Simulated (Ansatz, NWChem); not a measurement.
## Heat of formation of CH2Cl2 (dichloromethane) from total energies

The species is CH2Cl2 (5 atoms), meant as a singlet with charge 0. SMILES: `ClCCl`. Geometry: relaxed at PBE0-D4/def2-TZVP.

Total energies at CCSD(T)/aug-cc-pVDZ, 11 core orbitals frozen (NWChem 7.3.0); the atoms run unrestricted:

| species | state | energy (Eh) |
| --- | --- | --- |
| CH2Cl2 | singlet | -958.533042 |
| Cl | doublet | -459.612222 |
| C | triplet | -37.764866 |
| H | doublet | -0.499334 |

Harmonic wavenumbers at PBE0-D4/def2-TZVP, in cm⁻¹: 285, 732, 772, 904, 1178, 1288, 1461, 3128, 3205.

Measured heats of formation of the gaseous atoms at 298.15 K, in kJ/mol: Cl 121.3, C 716.9, H 218.0. Spin-orbit lowering of the atoms at 298 K (mean of the ground term's levels less their thermal mean, from spectra), in kJ/mol: Cl 3.44, C 0.02. Take 1 Eh = 2625.50 kJ/mol, 1 cm⁻¹ = 0.0119627 kJ/mol, RT = 2.479 kJ/mol.

Q: What heat of formation follows?

A: 
1. Electronic atomisation energy: 2 × (-459.612222) + (-37.764866) + 2 × (-0.499334) − (-958.533042) = 0.545064 Eh = 1431.1 kJ/mol.
2. Zero-point energy: half the sum of the wavenumbers, 6476.5 cm⁻¹ = 77.5 kJ/mol.
3. Thermal vibrational enthalpy, Σ hcν̃/(exp(hcν̃/kT) − 1): 1.9 kJ/mol. Translation, rotation and pV of a non-linear molecule: 4 RT = 9.9 kJ/mol.
4. The 5 free atoms carry 5/2 RT each: 31.0 kJ/mol.
5. Spin-orbit coupling lowers the free atoms by 2 × 3.44 + 0.02 = 6.9 kJ/mol.
6. Atomisation enthalpy at 298 K: 1431.1 − 6.9 − 77.5 − 1.9 − 9.9 + 31.0 = 1365.9 kJ/mol.
7. Sum of the atoms' heats of formation: 1395.5 kJ/mol. Heat of formation: 1395.5 − 1365.9 = +29.6 kJ/mol.

The tabulated value is -94.7 kJ/mol (Active Thermochemical Tables), so this level is off by +124.3 kJ/mol, or 8.3 % of the atomisation enthalpy that the table implies (1490.2 kJ/mol). Coupled cluster needs large bases for atomisation: in a finite one the molecule is underbound. Anharmonicity and any spin-orbit splitting of the molecule are left out, and cores are frozen in the wave-function part.
